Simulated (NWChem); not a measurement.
# hydrogen chloride (HCl); SMILES Cl

```xyz
2

Cl     0.0000     0.0000     0.0717
H      0.0000     0.0000    -1.2069
```
Atoms are numbered in this order, from 1.

STO-3G and 3-21G are far too small for this property and stand as cheap habits. Geometry: optimised at PBE0-D3(BJ)/def2-TZVP.

Task: List the 4 lowest vertical singlet excitations from PBE0/3-21G, TDA (NWChem).

Result: 
```
state  energy (eV)  oscillator strength  leading excitation (squared amplitude)
-----  -----------  -------------------  --------------------------------------
S1            8.36                0.001                    HOMO−1 → LUMO (0.89)
S2            8.36                0.001                      HOMO → LUMO (0.89)
S3           14.80                1.404                    HOMO−2 → LUMO (0.97)
S4           21.71                0.527                  HOMO−1 → LUMO+1 (0.99)
```
